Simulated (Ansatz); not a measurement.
# BSiHO (triplet): wave-function methods side by side at distance O2–Si3 = 1.317 Å, cc-pVDZ

The task here is to estimate one member of a computed series from the others.

Method: cc-pVDZ, core rule «outside noble gas», up to 7 orbitals frozen; program: Ansatz 0.2.0, Gaussian basis.

Plan: UHF; CCSD(T) on ROHF; CCSD(T) on UHF; BCCD(T) on ROHF; CISD; CCSDT(Q) on ROHF; CCSDT(Q) on UHF; CASSCF and MRCISD+Q, 4 electrons in 4 orbitals; CASSCF and NEVPT2, 4 electrons in 4 orbitals.

13 further runs of the same task are left out: 12 that didn't finish, 1 set aside as unsound or not needed.

## The geometry

The geometry derives from a PBE0/def2-TZVP stationary point (not a proven minimum). One bond is set to the value named and the two fragments are kept rigid.

4 atoms, charge 0, spin multiplicity 3.

Atoms are counted from 1 here; the program's logs count them from 0.

Bond lengths: B1–O2 1.301 Å, B1–H4 1.196 Å, O2–Si3 1.317 Å. Angles: O2–B1–H4 128.4°, B1–O2–Si3 176.8°.

The first run:

Input file in.yaml:

```yaml
crystal:
  periodic: [false, false, false]
  atoms:
    - {symbol: B, position_ang: [0.000005, -0.131266, 1.668298]}
    - {symbol: O, position_ang: [0.000001, -0.013282, 0.372406]}
    - {symbol: Si, position_ang: [-0.000002, 0.031737, -0.943825]}
    - {symbol: H, position_ang: [-0.000003, 0.734441, 2.493761]}
basis:
  gaussian: {orbitals: cc-pVDZ}
magnetization: {spin_polarized: true, initial_magnetization: 2}
hamiltonian: {xc: hf}
output: {orbitals: {seedname: orbitals}}
```

Started as:

```sh
$ ansatz run in.yaml --threads 1 --pin off --events-out ev --progress --plain --max-ram 2393MiB
```

Steps of the session up to this table: UHF; CCSD(T) on ROHF; CCSD(T) on UHF; BCCD(T) on ROHF; CISD; CCSDT(Q) on ROHF; CCSDT(Q) on UHF; CASSCF and MRCISD+Q, 4 electrons in 4 orbitals; CASSCF and NEVPT2, 4 electrons in 4 orbitals.

One table of the session follows, with a row left open; its other results are not shown here.

| method | from UCCSDT(Q) (kcal/mol) |
| --- | --- |
| ROHF | +212.69 |
| UHF | +209.31 |
| RMP2 | +26.39 |
| UMP2 | +26.41 |
| CISD | +26.81 |
| RCCSD | +7.06 |
| UCCSD | +6.99 |
| RCCSD(T) | +1.37 |
| UCCSD(T) | +1.38 |
| BCCD(T) | ? |
| RCCSDT | +0.55 |
| UCCSDT | +0.55 |
| RCCSDT(Q) | +0.07 |
| UCCSDT(Q) | 0 |
| CASSCF pair | +202.72 |
| NEVPT2 pair | +25.44 |
| MRCISD pair | +24.51 |
| MRCISD+Q pair | +6.29 |

Q: Estimate the row for BCCD(T) from the others.

As computed: from UCCSDT(Q) (kcal/mol): +1.23. In the column «from UCCSDT(Q) (kcal/mol)» it lies between UCCSDT (+0.55) and RCCSD(T) (+1.37).

Among the levels timed on like hardware and quicker than the yardstick, those that no quicker one beats, quickest first: NEVPT2 pair (7 s, +25.44 kcal/mol); MRCISD+Q pair (8.5 s, +6.29 kcal/mol); BCCD(T) (17 s, +1.23 kcal/mol).

Caveats from the session: Of the multireference levels listed MRCISD+Q pair comes nearest in total energy (+6.29 kcal/mol), which doesn't show that its space is the better one. Restricted and unrestricted rows rest on different reference determinants; where their highest levels disagree by more than a few hundredths of an eV, they describe different states and don't form one ladder.
